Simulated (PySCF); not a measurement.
## Constants of CCl⁺, step by step

State: ¹Σ⁺, singlet, closed shell. De refers to C⁺ + Cl. RHF-based CCSD(T) in PySCF 2.14 with C cc-pVTZ, Cl cc-pV(T+d)Z and C cc-pVQZ, Cl cc-pV(Q+d)Z (frozen core orbitals: 6; no relativity). Correlation energies are extrapolated as n⁻³ (n = 3, 4), Hartree–Fock as (n+1)·exp(−9√n). CV is the change on freezing 1 orbitals instead, in C cc-pwCVTZ, Cl cc-pwCVTZ. SR is the spin-free X2C energy in C cc-pVTZ-DK, Cl cc-pVTZ-DK less the non-relativistic one in C cc-pVTZ, Cl cc-pVTZ.

```csv
Level,Re (Å),ωe (cm⁻¹),ωexe (cm⁻¹),αe (cm⁻¹),De (eV)
CCSD(T)/TZ,1.5469,1173.9,6.33,0.00627,6.472
CCSD(T)/QZ,1.5431,1178.7,6.26,0.00626,6.547
HF/CBS,1.5173,1274.8,6.04,0.00586,4.332
MP2/CBS,1.5274,1242.1,5.19,0.00567,6.875
CCSD/CBS,1.5311,1223.8,6.01,0.00598,6.239
CCSD(T)/CBS,1.5412,1182.7,6.21,0.00624,6.590
CCSD(T)/CBS+CV,1.5377,1188.1,6.27,0.00628,6.628
CCSD(T)/CBS+CV+SR,1.5373,1186.7,6.26,0.00629,6.629
```

**Question.** How much is left between CCSD(T)/QZ and the basis-set limit, and how much do the triples give at the limit?

**Answer.** CCSD(T)/CBS less CCSD(T)/QZ: -1.9 mÅ in Re, +4.0 cm⁻¹ in ωe and +0.043 eV in De. CCSD(T)/CBS less CCSD/CBS: +10.1 mÅ in Re, -41.1 cm⁻¹ in ωe and +0.351 eV in De.

**Question.** What do the later terms add?

**Answer.** CV: -3.5 mÅ in Re, +5.4 cm⁻¹ in ωe and +0.038 eV in De; SR: -0.4 mÅ in Re, -1.4 cm⁻¹ in ωe and +0.001 eV in De, each against the row above.

The T1 diagnostic is 0.027, large enough to doubt a single reference. The open-shell atoms are computed with UHF. Spin–orbit coupling, excitations beyond (T) and corrections to the Born–Oppenheimer picture are left out.

The whole job (state search and all basis sets along the bond) took about 2.5 min on 4 threads of AMD EPYC 9R45 96-Core (shared host), peak memory 3.1 GiB.
